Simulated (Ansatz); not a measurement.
Isolated molecules relaxed with PBE0-D4/def2-TZVP in Ansatz; ΔE leaves out vibrations. CBS: def2 TZ/QZ extrapolation, frozen cores. Functionals use def2-TZVPP. Open shells (•) are unrestricted, without spin–orbit coupling.

CH₄ + `[SiH3]`• → `[CH3]`• + SiH₄  (hydrogen abstraction from a C–H bond)

```tsv
level	ΔE (eV)
LDA (SPW92)	0.98
r2SCAN-D4	0.69
```

Problem. What does CCSD(T)/CBS give? (Best estimate.)

Solution. Ansatz gave: +0.68 eV. The listed levels differ from it by 0.30, 0.01 eV.

Largest T1 diagnostic among the species: 0.015.

From BLYP to BHLYP (50 % exact exchange), in def2-TZVPP and without D4, ΔE moves by −0.12 eV. In def2-TZVPP, CCSD(T) changes the Hartree–Fock value by +0.29 eV (the triples alone add +0.03 eV) and MP2 by +0.36 eV. Leaving LDA and LC-ωPBE aside and taking each functional with its dispersion term where it has one, the values, not all of them listed here, spread over 0.23 eV, from BHLYP-D4 to PBE-D4. LDA lies +0.15 eV from PBE without D4.
